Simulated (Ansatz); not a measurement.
## Worked example: correlation energy of H₂Cl⁺, singlet

Geometry: a point of a stretch scan, not a stationary point.

| atom | x (Å) | y (Å) | z (Å) |
| --- | --- | --- | --- |
| Cl | 0.0000 | -0.0564 | 0.0093 |
| H | 0.0000 | 1.1525 | -1.2999 |
| H | 0.0000 | 0.8325 | 0.9720 |

Basis 6-31G; Ansatz 0.2.0. Correlated methods freeze the noble-gas cores, which leaves 8 electrons in 12 orbitals. Prefix R: restricted or restricted open-shell reference.

Full CI is exact within this basis and frozen core; it isn't the basis-set limit.

RCCSD has a T1 diagnostic of 0.019 and a largest doubles amplitude of 0.15.

Runs differ by some tens of microhartree through their thresholds, so steps under 0.03 kcal/mol mean nothing.

| level | total energy (hartree) |
| --- | --- |
| RHF | -460.173522 |
| RMP2 | -460.236742 |
| RCCSD | -460.252741 |
| RCCSD(T) | -460.253569 |
| RCCSDT | -460.253741 |
| RCCSDT(Q) | -460.253776 |
| RCCSDTQ | -460.253778 |
| full CI | -460.253780 |

Q: What is the correlation energy at full CI, and what share of it do RMP2 and RCCSD(T) recover?

A: E(corr) = -460.253780 − (-460.173522) = -0.080258 hartree = -2.184 eV. RMP2: -0.063220 / -0.080258 = 78.77 %. RCCSD(T): -0.080047 / -0.080258 = 99.74 %.

Q: By how many kcal/mol does RCCSD(T) miss full CI (1 hartree = 627.509 kcal/mol), and which steps make up the rest?

A: -460.253569 − (-460.253780) = 0.000211 hartree = 0.13 kcal/mol. Steps: RCCSDT − RCCSD(T) = -0.11, RCCSDT(Q) − RCCSDT = -0.02, RCCSDTQ − RCCSDT(Q) = 0.00, full CI − RCCSDTQ = 0.00 kcal/mol. That is within 1 kcal/mol of the reference in this basis, which itself misses far more of the correlation at the basis-set limit.
